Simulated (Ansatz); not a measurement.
## A correction line for wB97X/cc-pVDZ: atomisation enthalpy at 298 K

The atomisation enthalpy at 298 K in kJ/mol of 6 N-containing molecules: x at wB97X/cc-pVDZ, y from tabulated heats of molecules and atoms (Active Thermochemical Tables, CRC Handbook of Chemistry and Physics). Shapes, held fixed at every level: PBE0-D4/def2-TZVP. Flexible molecules stand in one conformer, not always the lowest. Computed values hold a harmonic thermal term (PBE/def2-SVP, PBE0-D4/def2-TZVP) and the atoms' spin-orbit lowering. Programs: Ansatz 0.2.0.

| molecule | x (kJ/mol) | y (kJ/mol) |
| --- | --- | --- |
| CH6N2 (methylhydrazine) | 2818 | 2875 |
| C2H7N (dimethylamine) | 3393 | 3448 |
| C3H5N (isocyanoethane) | 3504 | ? |
| C2H8N2 (1,2-dimethylhydrazine) | 3961 | 4030 |
| C4H5N (trans-Crotononitrile) | 4206 | 4296 |
| C4H4N2 (pyrazine) | 4432 | 4488 |

**Question.** Fit y = c + s·x to the known rows and predict y for C3H5N.

**Answer.** 
1. Means of the 5 rows: x = 3762.00, y = 3827.4.
2. Σ(Δx)² = 1712934, Σ(Δx·Δy) = 1730042, so the slope is 1730042/1712934 = 1.01.
3. Intercept: 3827.4 − (1.01) × 3762.00 = 27.8. The largest residual of the fit is 20.
4. C3H5N: 27.8 + 1.01 × 3504 = 3567 kJ/mol.

The tabulated heats give 3571 kJ/mol, so the prediction is off by -4 kJ/mol, within the largest residual. Uncorrected, wB97X/cc-pVDZ misses C3H5N by -67 kJ/mol, and the other rows by 65 on average. With references in doubt, neither the misses nor the line can be laid on the level alone. Left out in turn, the other rows are missed by 15 kJ/mol on average, so much of the error is systematic among these molecules. The tabulated value of C4H5N is in doubt (older tables, estimates, or at odds with other calculations) and kept here.
